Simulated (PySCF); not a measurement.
**Worked example for hydrazine: proton affinity at atom N1**

Structure: `NN` (H4N2). Coordinates in Å; atoms count from 1 in this order:
```
N     0.5414   -0.4277    0.2472
N    -0.5395    0.4630    0.1778
H     0.2037   -1.3343    0.5607
H     1.0110   -0.5683   -0.6485
H    -0.2022    1.4071    0.3488
H    -1.0083    0.4643   -0.7293
```

Level of theory: ωB97X-D3(BJ)/def2-TZVP single points in PySCF, grid level 2; every species was optimised with PBE0-D3(BJ)/def2-SVP. Thermal corrections: PBE0-D3(BJ)/def2-SVP frequencies, unscaled, ideal gas at 298.15 K and 1 bar, quasi-RRHO entropy.

Step: `N[NH3+]` → `NN` + H⁺.

| species | charge | multiplicity | E / Eh |
| --- | --- | --- | --- |
| `N[NH3+]` | 1 | 1 | -112.297316 |
| `NN` | 0 | 1 | -111.952377 |

Thermal terms, products less reactant: Δ(H − E) = -32.33 kJ/mol, Δ(G − E) = -61.88 kJ/mol (the bare proton has no electronic energy, H = 5/2 RT). 1 Eh = 2625.50 kJ/mol.

What are ΔE, ΔH and ΔG of this step?

ΔE = 0.344939 Eh = 905.64 kJ/mol; ΔH = 873.3 kJ/mol; ΔG = 843.8 kJ/mol, all in the gas phase at 298.15 K and 1 bar. The digits show the arithmetic; the method itself can be off by 10 kJ/mol or more.
